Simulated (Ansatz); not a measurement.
A calculation on hcp Ru returned lattice constant a 2.676 Å, lattice parameter c 4.222 Å, equilibrium volume per atom 13.09 Å³/atom.

For reference: lattice constant a 2.706 Å (measured, 293 K, not corrected to a static lattice, sources range from 2.700 to 2.706; as tabulated in Wikipedia's data pages); lattice parameter c 4.282 Å (measured, 293 K, no zero-point or thermal correction; as tabulated in Wikipedia's data pages); equilibrium volume per atom 13.45 Å³/atom (measured, copied from a table, unchecked, extrapolated to 0 K and zero-point effects removed; as tabulated in Lejaeghere et al. (2013), arXiv:1204.2733).

Question: Which level of theory produced these numbers?
(A) rVV10 (Ansatz, an electronic-structure program)
(B) PBE-D4 (Ansatz)
(C) LDA (Ansatz)
(D) r²SCAN (Ansatz)

Answer: C, LDA (Ansatz)

The others give: PBE-D4 2.705 Å, 4.270 Å, 13.53 Å³/atom; rVV10 2.745 Å, 4.334 Å, 14.14 Å³/atom; r²SCAN 2.704 Å, 4.261 Å, 13.49 Å³/atom.

Unless a cell is named, each level is at its own relaxed cell (LDA 13.09, PBE-D4 13.53, r²SCAN 13.49, rVV10 14.14 Å³/atom).

Ansatz's density-functional and Hartree–Fock values are scalar-relativistic unless marked +SOC, with PAW data made under PBE.
